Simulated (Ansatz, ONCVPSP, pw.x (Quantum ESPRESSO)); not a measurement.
## osmium: does the ONCV potential hold in the solid?

Os, optimised norm-conserving Vanderbilt (ONCV), made with ONCVPSP 4.0.1.1 (patched build) (PBEsol, scalar-relativistic). Core [Kr] 4d10 4f14, reference 5s2 5p6 5d6 6s2. Waves: 5s+6s: rc 1.80 bohr, ncon 4, nbas 9, qcut 8.2 1/bohr, 2 projectors; 5p: rc 2.00 bohr, ncon 3, nbas 6, qcut 7.6 1/bohr, 2 projectors, debl 0.5 Ha; 5d: rc 1.45 bohr, ncon 3, nbas 6, qcut 7.4 1/bohr, local. Local part: the d channel. Core correction: Teter function, fcfact 2.75, rcfact 1.5.

In the p channel the program set the typed energies aside and used -1.869, 0.250 Ha.

Atomic tests: cutoffs needed: 21 Ha and 25 Ha (the cutoffs (Ha) at which the residual kinetic energy of the hardest occupied pseudo-wave falls to 1 and 0.1 mHa per electron); ghost test: no bound ghost flagged; no localised positive-energy state flagged; largest excitation error: -170 meV (all-electron minus pseudo) for 5s2 5p5 5d6 6s2, out of 4 test configurations.

Crystal test: fcc Os in pw.x 7.5, no spin, 15³ k-points, Fermi–Dirac smearing 0.01 Ry, cutoffs 60/240 Ry. The lattice is a test structure that the element need not adopt, and mesh and smearing are coarse.

pw.x input:

```
&control
  calculation='scf', prefix='x', pseudo_dir='./', outdir='./tmp', tstress=.true., disk_io='none'
/
&system
  ibrav=0, nat=1, ntyp=1, ecutwfc=60, ecutrho=240, nbnd=16,
  occupations='smearing', smearing='fd', degauss=0.01
/
&electrons
  conv_thr=1e-09, mixing_beta=0.4, electron_maxstep=70
/
ATOMIC_SPECIES
Os 1.0 Os.UPF
CELL_PARAMETERS angstrom
  0.00000000 1.91051419 1.91051419
  1.91051419 0.00000000 1.91051419
  1.91051419 1.91051419 0.00000000
ATOMIC_POSITIONS crystal
Os 0.0000 0.0000 0.0000
K_POINTS automatic
15 15 15 0 0 0
```

```bash
pw.x < Os.scf.in > Os.scf.out
```

Task: How does the run end?

Result: It converges; the pressure is -3.30 GPa against -0.08 GPa from all-electron LAPW.  The log shows:

```
     charge density cutoff     =     240.0000  Ry
     scf convergence threshold =      1.0E-09
     Exchange-correlation= PBESOL
     number of k points=   120  Fermi-Dirac smearing, width (Ry)=  0.0100
     iteration #  1     ecut=    60.00 Ry     beta= 0.40
     total energy              =    -195.65289931 Ry
     estimated scf accuracy    <       0.03287813 Ry
     iteration #  2     ecut=    60.00 Ry     beta= 0.40
     total energy              =    -195.65548743 Ry
     estimated scf accuracy    <       0.00259094 Ry
     iteration #  3     ecut=    60.00 Ry     beta= 0.40
     total energy              =    -195.65582868 Ry
     estimated scf accuracy    <       0.00021248 Ry
     iteration #  4     ecut=    60.00 Ry     beta= 0.40
     total energy              =    -195.65583858 Ry
     estimated scf accuracy    <       0.00000652 Ry
     iteration #  5     ecut=    60.00 Ry     beta= 0.40
     total energy              =    -195.65583898 Ry
     estimated scf accuracy    <       0.00000053 Ry
     iteration #  6     ecut=    60.00 Ry     beta= 0.40
     total energy              =    -195.65583909 Ry
     estimated scf accuracy    <          5.5E-09 Ry
     iteration #  7     ecut=    60.00 Ry     beta= 0.40
     total energy              =    -195.65583909 Ry
     estimated scf accuracy    <          4.1E-09 Ry
     iteration #  8     ecut=    60.00 Ry     beta= 0.40
     the Fermi energy is    25.8434 ev
!    total energy              =    -195.65583909 Ry
     estimated scf accuracy    <          2.3E-10 Ry
     smearing contrib. (-TS)   =      -0.00305930 Ry
     The total energy is F=E-TS. E is the sum of the following terms:
     one-electron contribution =     -23.86624607 Ry
     hartree contribution      =      23.37332927 Ry
     xc contribution           =     -32.60981188 Ry
     ewald contribution        =    -162.55005110 Ry
     convergence has been achieved in   8 iterations
          total   stress  (Ry/bohr**3)                   (kbar)     P=      -32.96
     Message from routine punch:
     Nothing written, as per user request (disk_io='none')
```
